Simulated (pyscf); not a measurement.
Optimised with ωB97X-D3(BJ)/def2-SVP in PySCF.

**Question.** Estimate the classical barrier height and the reaction energy of H₂B–CH(CH₃)–CH₃ + hydrogen (H₂) → propane (H₃C–CH₂–CH₃) + borane (BH₃) at ωB97M-D3(BJ)/def2-TZVP. The step runs on the singlet surface, breaks B–C, H–H and forms C–H, B–H; take the separated reactants as zero.

**Answer.** ΔE‡ = 47.6 kJ/mol, ΔE = -19.5 kJ/mol. Zero-point energy shifts the barrier by +23.3 kJ/mol. It is a four-centre exchange, with an imaginary mode of 1105i cm⁻¹. At the saddle there is also a short B–H contact that neither side keeps. H₂B–CH(CH₃)–CH₃ lies 58.2 kJ/mol over its isomer H₃C–BH–CH₂–CH₃ (electronic energy, ωB97M-D3(BJ)/def2-TZVP). One saddle was located; it need not be the lowest between these sides.
